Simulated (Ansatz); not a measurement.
I need a polarisability from point charges of CH₂N, SMILES C=[N]. Use the Ansatz DFT code, driven from Python. Settings (for the species named): PBE, def2-SVPD basis, multiplicity 2.

The script reads `ch2n.xyz`:
```text
4

C    -0.04850    0.00720   -0.00060
N     1.21810   -0.17990    0.01530
H    -0.72200   -0.84270   -0.00940
H    -0.44760    1.01540   -0.00530
```

`field.py`
```python
"""Dipole of CH2N in the field of point charges."""

import ansatz as az
import numpy as np

ch2n = az.Crystal.molecule_from_extxyz("ch2n.xyz")

setup = (
    ch2n.calculation()
    .basis(gaussian="def2-SVPD")
    .functional("PBE")
    .spin("collinear", total=1)
    .forces()
)
# charges +q and -q at -R and +R make a nearly even field 2 k q / R^2 at the centre
centre = np.mean([site.position_ang for site in ch2n.cartesian_sites], axis=0)
field = 2 * 14.399645 * 4.0 / 25.0 ** 2


def dipole(axis, sign):
    arm = 25.0 * np.eye(3)[axis]
    pair = [{"charge": sign * 4.0, "position_ang": (centre - arm).tolist()}, {"charge": -sign * 4.0, "position_ang": (centre + arm).tolist()}]
    deck = setup.input().set(az.key.basis.gaussian.point_charges, pair)
    return np.array(az.Session.from_dict(deck).plan().execute().report["charge_distribution"]["dipole_moment_e_ang"])


print(f"field {field:.4f} V/A")
alpha = np.array([(dipole(axis, 1) - dipole(axis, -1)) / (2 * field) * 14.399645 for axis in range(3)])
print("polarisability tensor (A^3)")
print(np.array2string(alpha, precision=3, suppress_small=True))
print(f"mean {np.trace(alpha) / 3:.3f} A^3 = {np.trace(alpha) / 3 / 0.14818471:.2f} bohr^3")
```

```console
$ python field.py
field 0.1843 V/A
polarisability tensor (A^3)
[[ 3.834 -0.152  0.02 ]
 [-0.153  2.806 -0.002]
 [ 0.02  -0.002  2.256]]
mean 2.965 A^3 = 20.01 bohr^3
```

What to keep in mind:
- The geometry is a force-field or estimated start, not a minimum of this method, and the basis set is short of its limit. The field of two point charges is only nearly even.
- The species is open-shell (spin multiplicity 2).
- It ran for 6.2 s on 1 thread of Arm Neoverse V1, on a shared host, peak memory 0.17 GiB.

(Lines on the test bed's own set-up are left out of the output.)
